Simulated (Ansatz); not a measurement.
Reaction (SMILES): C#C (C2H2) → C2H2+ (doublet, bonded as C#C) + e-
B3LYP-D3(BJ)/def2-TZVP geometries, fixed; electronic energies without zero-point terms.

Basis-set convergence of the adiabatic ionisation energy at HF with Ansatz (a quantum-chemistry and plane-wave program). Cartesian d functions, on some or all atoms, in 6-31G*, 6-31G**, 6-31+G*; all else is spherical. Open shells are unrestricted. No added dispersion term, no relativity. Functions are those of the species that has most. Reference: the value in def2-QZVPPD, 9.798 eV, itself unsure by roughly 0.002 eV (its mean distance from pcseg-3, def2-QZVPP, cc-pVQZ). Deviations are taken from unrounded values.

```tsv
basis	functions	adiabatic ionisation energy (eV)	minus reference (eV)
pcseg-0	22	10.204	0.407
6-31G*	34	9.663	-0.135
cc-pVDZ	38	9.739	-0.058
pcseg-1	38	9.944	0.146
6-31G**	40	9.661	-0.137
6-31+G*	42	9.794	-0.003
6-311+G**	56	9.841	0.044
aug-cc-pVDZ	64	9.773	-0.025
aug-pcseg-1	64	9.871	0.074
cc-pVTZ	88	9.790	-0.007
pcseg-2	88	9.816	0.019
def2-TZVPD	92	9.798	0.000
def2-TZVPPD	108	9.796	-0.001
6-311++G(3df,3pd)	114	9.811	0.014
aug-cc-pVTZ	138	9.796	-0.002
aug-pcseg-2	138	9.810	0.013
cc-pVQZ	170	9.797	-0.001
def2-QZVPPD	192	9.798	0.000
```

The smallest set listed that lies within 0.1 eV of the reference with all its larger relatives (same family, alike in diffuse functions; a set with none counts only in the reference's own line) is cc-pVDZ (38 functions, -0.058 eV off). (Relatives not listed, tested too: 6-311++G(2d,2p) 0.025, jun-cc-pV(T+d)Z 0.001, pcseg-3 0.005 eV.)
